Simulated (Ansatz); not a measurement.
## fcc Ag

All values below come from PBEsol in Ansatz (PAW).

Numerical settings: plane-wave cutoff 500 eV, 24×24×1 k mesh (along the axes of the cell as run), Fermi–Dirac smearing 0.1 eV, scalar-relativistic PAW data made under PBE.

Cell: relaxed at this level.

- surface energy of the (111) face = 1.02 J/m²
- work function of the (111) face = 4.59 eV

The slab of 6 atoms is relaxed and unreconstructed.

Static lattice: no zero-point or thermal effects.

Cost on a shared machine: about 110 core-seconds (a rough figure).

Ansatz is an electronic-structure program.
